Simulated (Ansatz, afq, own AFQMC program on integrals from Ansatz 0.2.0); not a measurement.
AFQMC on a folder of integrals that Ansatz 0.2.0 wrote.

```yaml
crystal:
  periodic: [false, false, false]
  atoms:
    - {symbol: W, position_ang: [0.000000, 0.000000, 0.000000]}
    - {symbol: O, position_ang: [0.000000, 0.000000, 1.480000]}
basis:
  gaussian: {orbitals: def2-SVP}
magnetization: {spin_polarized: false}
correlation: {method: ccsd_t, electrons: outside_noble_gas, hamiltonian_folder: ham}
```

```sh
$ ansatz run in.yaml --threads 1 --pin off --events-out ev --progress --plain --max-ram 1382MiB
```

Options of the walk:

```
--method free --trial mp1 --walkers 200 --time-step 0.02 --max-blocks 120 --target-error 0.00084 --factor-cut 1e-05 --seed 6536 --times 0.0,0.4,0.8,1.6,2.4 --taylor-order 10
```

Times are imaginary, in 1/Eh. The walk had a cap of 293 s. Core potentials past Kr, no spin–orbit coupling.

Output of the walk:

```
orbitals 41  electrons 6 6  factors 340 of 443
reference energy -141.03887910 Eh
CCSD correlation -0.32777273 Eh in 17 cycles, weight of the determinant in the CISD state 0.8523
repeat  energy at the last time / Eh  error
    10  -141.380200  0.003650
    20  -141.381767  0.002349
    30  -141.381196  0.001726
    40  -141.380888  0.001334
    50  -141.380977  0.001202
    60  -141.381055  0.001062
    70  -141.381401  0.000946
time / (1/Eh)  energy / Eh  error  mean overlap
  0.00  -141.366581  0.000609  1.1370
  0.40  -141.379110  0.000425  1.1370
  0.80  -141.381213  0.000443  1.1473
  1.60  -141.381985  0.000590  1.1583
  2.40  -141.381401  0.000946  1.1601
energy -141.381401 +/- 0.000946 Eh
```

The run passed its tests (error under three times the target), which doesn't prove that it has relaxed, ending at its cap on processor time.

Against this walk (error 25.7 meV) on the same determinant: CCSD(T) 23.2 meV lower (within the noise), CCSDT(Q) 67.7 meV lower. The error is statistical, and a free projection of finite length keeps a remainder of its start.

Cautions: remainder of the start not in the error; error above the target (25.7 against 22.9 meV); no spin-orbit coupling; outer-core shells of the metal frozen; higher spins were not checked; restricted determinant unstable towards unrestricted (UHF 742 meV lower, ⟨S²⟩ 1.00); CCSDT(Q) on the UHF determinant differs (790 meV lower), perhaps since the unrestricted series falls towards higher spin.

The walk took 4.9 min on 1 thread of AMD EPYC 7R13 Processor (Zen 3), on a shared host. The log's last line is the free-projection energy.

CCSDT and higher add their correlation energy to the determinant of the CCSD(T) run, since their own runs factorise the integrals more tightly (a shift of under 2 meV). A walk keeps the symmetry of its determinant, which the program's search chose and which needn't be the lowest solution, so a lower state of the same spin and another symmetry isn't excluded.
